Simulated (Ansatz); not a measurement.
We consider fcc Ag, described by r²SCAN-D4 (PAW; Ansatz, a first-principles code).

Run with plane-wave cutoff 500 eV, 30×30×30 k mesh, Fermi–Dirac smearing 0.1 eV, no spin polarisation, scalar-relativistic PAW data made under PBE.

Computed at the level's own relaxed cell.

### Question
Predict the equilibrium volume per atom and equilibrium lattice constant a.

### Answer

* **equilibrium volume per atom**: 17.03 Å³/atom
* **equilibrium lattice constant a**: 4.084 Å

Measured, for comparison: equilibrium volume per atom 16.76 Å³/atom (static lattice: zero-point anharmonic expansion removed; as tabulated in Mejia-Rodriguez and Trickey (2018), arXiv:1807.09216); lattice constant a 4.062 Å (static lattice: zero-point anharmonic expansion removed, our sources range from 4.056 to 4.063; as tabulated in Mejia-Rodriguez and Trickey (2018), arXiv:1807.09216). Computed (rounded) less measured: equilibrium volume per atom +1.6 %, lattice constant a +0.5 % (+0.5 % to +0.7 % over the range).

The computed numbers hold no vibrational or temperature effects.

It cost very roughly 80 core-seconds of CPU time.
